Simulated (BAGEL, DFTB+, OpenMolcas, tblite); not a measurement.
# How methods differ on C4H10S (2-methyl-2-propanethiol)

The species is C4H10S (15 atoms), meant as a singlet with charge 0. SMILES: `CC(C)(C)S`. Geometry: relaxed at PBE0-D4/def2-TZVP. This is one conformer, not always the lowest.

```xyz
15

C    -1.2946    0.2718    0.5585
C     0.1176    0.1804   -0.0004
C     1.0652   -0.3945    1.0451
C     0.1428   -0.6696   -1.2619
S     0.7639    1.8612   -0.3593
H    -1.3209    0.8897    1.4573
H    -1.9810    0.7052   -0.1727
H    -1.6622   -0.7280    0.8129
H     1.0699    0.2140    1.9521
H     2.0869   -0.4532    0.6635
H     0.7435   -1.4043    1.3142
H    -0.2012   -1.6847   -1.0367
H     1.1513   -0.7291   -1.6742
H    -0.5149   -0.2556   -2.0299
H    -0.1662    2.1968   -1.2684
```

Each level gives the dipole moment (D). The values are calculated.

```json
{"level": "IPEA1-xTB", "kind": "semi-empirical", "program": "tblite", "value (D)": "2.07", "CPU time": "under 2 s"}
{"level": "DFTB2", "kind": "semi-empirical", "program": "DFTB+", "value (D)": "1.39", "CPU time": "under 2 s"}
{"level": "GFN2-xTB", "kind": "semi-empirical", "program": "tblite", "value (D)": "2.48", "CPU time": "under 2 s"}
{"level": "GFN1-xTB", "kind": "semi-empirical", "program": "tblite", "value (D)": "1.51", "CPU time": "under 2 s"}
{"level": "HF/ANO-R0 (sfX2C)", "kind": "Hartree–Fock", "program": "OpenMolcas", "value (D)": "0.94", "CPU time": "6.9 s"}
{"level": "HF/ANO-RCC-MB (DKH2)", "kind": "Hartree–Fock", "program": "OpenMolcas", "value (D)": "2.00", "CPU time": "4.1 s"}
{"level": "HF/def2-SV(P) (density fitting with tzvpp-jkfit)", "kind": "Hartree–Fock", "program": "BAGEL", "value (D)": "1.69", "CPU time": "2.3 s"}
{"level": "HF/def2-SVP (density fitting with tzvpp-jkfit)", "kind": "Hartree–Fock", "program": "BAGEL", "value (D)": "1.71", "CPU time": "3.2 s"}
{"level": "HF/def2-SVPD (density fitting with tzvpp-jkfit)", "kind": "Hartree–Fock", "program": "BAGEL", "value (D)": "1.87", "CPU time": "5.4 s"}
{"level": "HF/def2-TZVP (density fitting with tzvpp-jkfit)", "kind": "Hartree–Fock", "program": "BAGEL", "value (D)": "1.78", "CPU time": "6.7 s"}
```

The values span 0.94 to 2.48 D. Magnitudes only. Without the sets that lack polarisation functions the rows with a basis span only 1.69 to 1.87 D. CPU times are rough (shared hosts, several kinds of processor and program).
